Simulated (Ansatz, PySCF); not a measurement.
Molecule: C2H5S, charge -1, multiplicity 1. It need not be the lowest isomer of its formula. Whether it binds its extra electron was not tested at this geometry. 
Coordinates optimised at B3LYP-D3(BJ)/def2-TZVP (Ansatz, a program for electronic structure):
SMILES: C[CH-]S
```xyz
8

C      1.5363     0.5721     0.3226
C      0.0520     0.8382     0.1250
S     -0.8544    -0.6662    -0.2513
H     -1.6138    -0.8588     0.8658
H     -0.1140     1.5068    -0.7277
H      2.0710     1.5309     0.4020
H      1.7283     0.0320     1.2607
H      2.0687    -0.0140    -0.4658
```
Charge -1, spin multiplicity 1.

Total electronic energies in hartree. Correlated levels leave the core frozen unless marked. No spin-orbit coupling. No relativistic terms. Basis-set limits of correlation are two-point, X^-3; Hartree-Fock from the larger set. The bracket is a focal-point correction in the basis named.

```tsv
level	program	energy (Eh)
HF/aug-cc-pV(D+d)Z	Ansatz	-476.11381
HF/cc-pV(T+d)Z	Ansatz	-476.13729
BLYP/def2-TZVPD	Ansatz	(withheld)
revPBE-D4/def2-TZVPD	Ansatz + dftd4	-477.33483
revPBE/def2-TZVPD	Ansatz	-477.31494
BP86-D4/def2-TZVPD	PySCF + dftd4	-477.46445
BP86/def2-TZVPD	PySCF	-477.45698
TPSS-D4/def2-TZVPD	PySCF + dftd4	-477.45621
r2SCAN0-D4/def2-TZVPD	Ansatz + dftd4	-477.31583
LC-wPBE-D4/def2-TZVPD	Ansatz + dftd4	-477.24771
B2PLYP-D4/def2-TZVPD	Ansatz + dftd4	(withheld)
RI-MP2/cc-pV(Q+d)Z	Ansatz	-476.73982
CCSD(T)/cc-pV(D+d)Z	Ansatz	-476.58690
CCSD(T)/cc-pV(T+d)Z	Ansatz	-476.75101
RI-MP2/CBS(aug-cc-pV(T+d)Z,aug-cc-pV(Q+d)Z)+[CCSD(T)-MP2]/aug-cc-pV(T+d)Z	Ansatz	-476.8384
```

**Question.** What belongs in the gaps?

**Answer.** 
- BLYP/def2-TZVPD, energy (Eh): -477.35957
- B2PLYP-D4/def2-TZVPD, energy (Eh): -477.20032
